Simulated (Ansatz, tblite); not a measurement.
**[CuF2]-: a ladder of methods and basis sets**

How do method and basis change the picture of [CuF2]- (singlet)?

Method: as each input shows; program: Ansatz 0.2.0, Gaussian basis.

The runs, in order: GFN1-xTB, GFN2-xTB, PBE-D4/def2-TZVPD, r2SCAN-D4/def2-TZVPD, CAM-B3LYP-D4/def2-TZVPD, PBE-QIDH/def2-TZVPD, B3LYP-D4/def2-TZVPD, BLYP-D4/def2-TZVPD, HF/def2-TZVPD, B97M-V/def2-TZVPD, BHLYP-D4/def2-TZVPD, PBE-D4/def2-SVPD, PBE0-D4/def2-SVPD, HF/6-31G, B3LYP-D4/6-31G, CCSD(T)/def2-TZVPPD, MP2/def2-TZVPD, RPA/def2-TZVPD.

### 1 The relaxed structure

The singlet was relaxed beforehand with PBE0-D4/def2-TZVPD.

3 atoms, charge -1, spin multiplicity 1.

Bond lengths: Cu1–F2 1.805 Å, Cu1–F3 1.805 Å. Angles: F2–Cu1–F3 180.0°.

Formally the metal is d10. No spin-orbit coupling is included. The ion is computed in the gas phase, without counter-ions or solvent.

PBE0-D4/def2-TZVPD was run before; its log isn't repeated, and its numbers join the tables.

### 2 GFN1-xTB

Tight binding, by tblite at 300 K electronic temperature and without a spin-polarisation term:

```python
tblite.interface.Calculator('GFN1-xTB', numbers, positions, charge=-1, uhf=0).singlepoint()
```

Energy -410.3425 eV, HOMO -4.86 eV, LUMO 1.59 eV; 0.005 s.

### 3 GFN2-xTB

Tight binding, by tblite at 300 K electronic temperature and without a spin-polarisation term:

```python
tblite.interface.Calculator('GFN2-xTB', numbers, positions, charge=-1, uhf=0).singlepoint()
```

Energy -372.3525 eV, HOMO -2.91 eV, LUMO 5.12 eV; 0.002 s.

### 4 PBE-D4/def2-TZVPD

start.molden holds the orbitals of an earlier run on this state, given as this run's starting guess.

File in.yaml:

```yaml
crystal:
  periodic: [false, false, false]
  atoms:
    - {symbol: Cu, position_ang: [0.000016, 0.000010, -0.000001]}
    - {symbol: F, position_ang: [-0.017498, -0.021634, 1.804930]}
    - {symbol: F, position_ang: [0.017482, 0.021624, -1.804930]}
basis:
  gaussian: {orbitals: def2-TZVPD, initial_orbitals: start.molden}
total_charge: -1
hamiltonian: {xc: pbe, dispersion: d4}
scf: {omitted_lower_state_checks: [starts]}
output: {forces: true, orbitals: {seedname: orbitals}}
```

Launch:

```console
ansatz run in.yaml --threads 4 --pin off --events-out ev --progress --plain --max-ram 3916MiB
```

Further steps of the session: r2SCAN-D4/def2-TZVPD; CAM-B3LYP-D4/def2-TZVPD; PBE-QIDH/def2-TZVPD; B3LYP-D4/def2-TZVPD; BLYP-D4/def2-TZVPD; HF/def2-TZVPD; B97M-V/def2-TZVPD; BHLYP-D4/def2-TZVPD; PBE-D4/def2-SVPD; PBE0-D4/def2-SVPD; HF/6-31G; B3LYP-D4/6-31G; CCSD(T)/def2-TZVPPD; MP2/def2-TZVPD; RPA/def2-TZVPD.

Q: Predict the results of all the runs planned. Wanted: gap in def2-TZVPD, named functionals and Hartree-Fock, smallest and largest; correlation energy, CCSD(T)/def2-TZVPPD; correlation energy, MP2/def2-TZVPD; PBE0 total energy, smallest basis above largest.

The runs gave:

```
                                                                   quantity                             value
gap in def2-TZVPD, named functionals and Hartree-Fock, smallest and largest   2.97 eV (PBE-D4), 10.37 eV (HF)
                                    correlation energy, CCSD(T)/def2-TZVPPD                         -28.03 eV
                                         correlation energy, MP2/def2-TZVPD                         -27.07 eV
                            PBE0 total energy, smallest basis above largest  12.66 eV (def2-SVPD, def2-TZVPD)
```

Orbital gaps of the named functionals and Hartree-Fock in def2-TZVPD span 2.97 eV (PBE-D4) to 10.37 eV (HF); exact exchange widens it. PBE-D4, BLYP-D4, r2SCAN-D4, B97M-V put the HOMO above zero; others here keep it below zero, so the sign hangs on the functional's self-interaction and doesn't show that the species is unbound. Notes on CCSD(T)/def2-TZVPPD and its Hartree-Fock reference, which MP2 shares: restricted state is unstable towards broken spin symmetry.
